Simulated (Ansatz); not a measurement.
# C2H5O (doublet): wave-function methods side by side, 6-31G*

The task here is to estimate one member of a computed series from the others.

Program: Ansatz 0.2.0, Gaussian basis. Level of theory: 6-31G*, core rule «outside noble gas», up to 3 orbitals frozen. These are calculated values, not measurements.

Plan: UHF; CCSD(T) on ROHF; CCSD(T) on UHF; BCCD(T) on ROHF; CISD; CCSDT(Q) on ROHF; CCSDT(Q) on UHF; CASSCF and MRCISD+Q, 9 electrons in 9 orbitals; CASSCF and NEVPT2, 9 electrons in 9 orbitals.

18 further runs of the same task are left out: 1 that didn't finish, 17 set aside as unsound or not needed.

## The geometry

The geometry is an MP2(full)/6-31G* stationary point (not a proven minimum).

8 atoms, charge 0, spin multiplicity 2.

Atoms are counted from 1 here; the program's logs count them from 0.

Bond lengths: C1–C2 1.532 Å, C1–H6 1.092 Å, C1–H7 1.091 Å, C1–H8 1.091 Å, C2–O3 1.390 Å, C2–H4 1.098 Å, C2–H5 1.098 Å. Angles: C2–C1–H6 109.3°, C2–C1–H7 110.3°, C2–C1–H8 110.3°, H6–C1–H7 109.0°, H6–C1–H8 109.0°, H7–C1–H8 109.0°, C1–C2–O3 106.0°, C1–C2–H4 109.6°, C1–C2–H5 109.6°, O3–C2–H4 111.0°, O3–C2–H5 111.0°, H4–C2–H5 109.5°.

Set-up of the first run:

File in.yaml:

```yaml
crystal:
  periodic: [false, false, false]
  atoms:
    - {symbol: C, position_ang: [1.093710, -0.571095, 0.000000]}
    - {symbol: C, position_ang: [0.088953, 0.585859, 0.000000]}
    - {symbol: O, position_ang: [-1.171109, -0.002103, 0.000000]}
    - {symbol: H, position_ang: [0.235909, 1.201849, 0.896529]}
    - {symbol: H, position_ang: [0.235909, 1.201849, -0.896529]}
    - {symbol: H, position_ang: [2.108316, -0.166932, 0.000000]}
    - {symbol: H, position_ang: [0.958293, -1.189664, 0.888071]}
    - {symbol: H, position_ang: [0.958293, -1.189664, -0.888071]}
basis:
  gaussian: {orbitals: "6-31G*"}
magnetization: {spin_polarized: true, initial_magnetization: 1}
hamiltonian: {xc: hf}
output: {orbitals: {seedname: orbitals}}
```

Started as:

```
$ ansatz run in.yaml --threads 1 --pin off --events-out ev --progress --plain --max-ram 4096MiB --backend cpu
```

Steps of the session up to this table: UHF; CCSD(T) on ROHF; CCSD(T) on UHF; BCCD(T) on ROHF; CISD; CCSDT(Q) on ROHF; CCSDT(Q) on UHF; CASSCF and MRCISD+Q, 9 electrons in 9 orbitals; CASSCF and NEVPT2, 9 electrons in 9 orbitals.

One of the session's tables, all rows but one given; the rest of the session is left out.

It belongs to the step «Misses and costs». 

| method | from UCCSDT(Q) (meV) |
| --- | --- |
| ROHF | +12341.1 |
| UHF | +12216.9 |
| RMP2 | +1442.1 |
| UMP2 | +1444.6 |
| CISD | +1585.3 |
| RCCSD | +331.4 |
| UCCSD | +329.3 |
| RCCSD(T) | +41.2 |
| UCCSD(T) | +41.0 |
| BCCD(T) | +39.1 |
| RCCSDT | +17.3 |
| UCCSDT | +16.7 |
| RCCSDT(Q) | +1.3 |
| UCCSDT(Q) | 0 |
| CASSCF frontier | +9873.7 |
| NEVPT2 frontier | +1361.8 |
| MRCISD frontier | +1039.6 |
| MRCISD+Q frontier | ? |

Q: Estimate the row for MRCISD+Q frontier from the others.

As computed: from UCCSDT(Q) (meV): +170.1. In the column «from UCCSDT(Q) (meV)» it lies between RCCSD(T) (+41.2) and UCCSD (+329.3).

To keep in mind: Restricted and unrestricted rows rest on different reference determinants; where their highest levels disagree by more than a few hundredths of an eV, they describe different states and don't form one ladder.
